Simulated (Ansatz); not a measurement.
Relative stability

The two ends of one reaction step of BH4OF, closed shell (PBE0-D4/def2-TZVP).

A:

```
7
angstrom
B 0.4116 0.4812 -0.9301
F -0.5534 -1.8817 1.6992
H 0.8764 -0.5002 -1.4216
H 0.4651 1.5676 -1.4298
H -0.4170 -1.1194 1.1738
O -0.2082 0.3231 0.2669
H -0.5744 1.1293 0.6415
```

B:

```xyz
7
angstrom
B 0.0209 -0.2777 -0.6807
F -0.9024 -1.2224 -0.2911
H 1.1400 -0.6957 -0.8520
H -0.4023 0.5778 -1.4192
H 0.5279 0.0196 1.4523
O 0.2394 0.6290 0.7611
H -0.6234 0.9692 1.0296
```

Computed with Ansatz 0.2.0 (basis: def2-TZVPP); correlated methods freeze the cores. B3LYP uses VWN-RPA correlation.

Problem. Which structure is lower at CCSD(T), and by how much? (An estimate is asked for; the value comes from the calculation.)

Solution. The calculation gives: B, by 2.92 kcal/mol (electronic energy, against the other). By their contacts, A is a complex of BH₃O ([BH2][OH]) + HF and B is BH₄OF ([OH2][BH2][F]).

Problem. Do the other methods give the same order? (Judge from chemistry; the calculation decides.)

Solution. Computed: Not all: HF gives the other order.

```
      method  E(B) − E(A) (kcal/mol)
       SPW92                   -7.68
      PBE-D4                   -3.39
     BLYP-D4                   -1.00
   r2SCAN-D4                   -4.77
      B97M-V                   -4.49
     PBE0-D4                   -3.67
    B3LYP-D4                   -1.63
  r2SCAN0-D4                   -4.60
    BHLYP-D4                   -2.17
CAM-B3LYP-D4                   -2.74
     wB97X-V                   -3.57
     wB97M-V                   -3.82
      B2PLYP                   -1.92
    PBE-QIDH                   -3.79
  RPA on PBE                   -2.68
          HF                    0.40
         MP2                   -2.81
        CCSD                   -2.56
     CCSD(T)                   -2.92
```

The T1 diagnostic stays at or below 0.012.

Labels in which every atom is bracketed show which atoms are joined, not bond orders.

For scale, one of the runs: CCSD(T)/def2-TZVPP, 149 basis functions, launched by `ansatz run in.yaml --threads 2 --pin off --events-out ev --progress --plain --max-ram 4352MiB`. Hardware: 2 CPU threads of an Intel Xeon 6975P-C, shared host. Wall time 7.5 s; peak host memory 1.1 GiB.
